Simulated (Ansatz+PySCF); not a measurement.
Values are calculated unless marked as measured or tabulated.
## Ansatz (development build ahead of 0.2.0) run

```yaml
crystal:
  periodic: [false, false, false]
  atoms:
    - { symbol: B, position_ang: [0.0, 0.0, -0.784] }
    - { symbol: B, position_ang: [0.0, 0.0, 0.784] }
basis:
  gaussian: { orbitals: cc-pVTZ }
magnetization:
  initial_magnetization: 2
hamiltonian:
  xc: hf
correlation:
  method: mp2
  frozen_orbitals: { B: 1 }
output:
  forces: true
```

The input is written out in the form of the current development build from the run's settings. Correlation on restricted open-shell orbitals is semicanonical, with singles.

The run gave:

```yaml
Converged: yes
Reference_energy: -49.10526 hartree
Correlation_energy: -0.11089 hartree
Total_energy: -49.21615 hartree
Spin_squared_of_the_determinant: 2.000
Stability_test: minimum among restricted orbitals
```

Forces (eV/Å):
| atom | Fx | Fy | Fz |
| --- | --- | --- | --- |
| B1 | 0.000 | 0.000 | -4.031 |
| B2 | 0.000 | 0.000 | 4.031 |

Caution: an unrestricted determinant lies well below; forces differ strongly between restricted and unrestricted references; the determinant breaks the point group; another reference gives a lower total.
